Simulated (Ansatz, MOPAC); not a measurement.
System: C4H7, charge 0, multiplicity 2. SMILES: [CH]=C(C)C

Atoms: C1, C2, H3, C4, H5, H6, H7, C8, H9, H10, H11. Bonds: C1-C2, C1-H3, C2-C4, C2-C8, C4-H5, C4-H6, C4-H7, C8-H9, C8-H10, C8-H11.

Bond lengths (Å) and angles (degrees) optimised at PM7 with MOPAC; MNDO with MOPAC; B3LYP/6-31G* with Ansatz (a quantum-chemistry and plane-wave program), each started from the B3LYP-D3(BJ)/def2-TZVP structure (Ansatz) of the last column. A row stands for all coordinates that are equal there; 12 of 19 kinds are shown. 6-31G* holds six Cartesian d functions. No wavenumbers were computed at MNDO, so these may be saddle points.

```
coordinate    PM7   MNDO  B3LYP/6-31G*  B3LYP-D3(BJ)/def2-TZVP
----------  -----  -----  ------------  ----------------------
C1-C2       1.320  1.324         1.317                   1.309
C1-H3       1.016  1.049         1.084                   1.079
C2-C4       1.494  1.509         1.514                   1.507
C2-C8       1.494  1.509         1.521                   1.515
C4-H5       1.099  1.109         1.093                   1.088
C4-H6       1.099  1.110         1.099                   1.094
C8-H9       1.099  1.109         1.094                   1.089
C1-C2-C4    121.7  120.8         122.3                   122.6
C1-C2-C8    121.7  121.1         121.8                   121.8
C4-C2-C8    116.7  118.0         115.9                   115.6
C2-C1-H3    180.0  175.6         136.5                   137.5
C2-C4-H5    112.3  112.1         111.6                   111.6
```

Mean signed difference of all 10 bond lengths from B3LYP-D3(BJ)/def2-TZVP: PM7 -0.004 Å, MNDO 0.009 Å, B3LYP/6-31G* 0.005 Å.
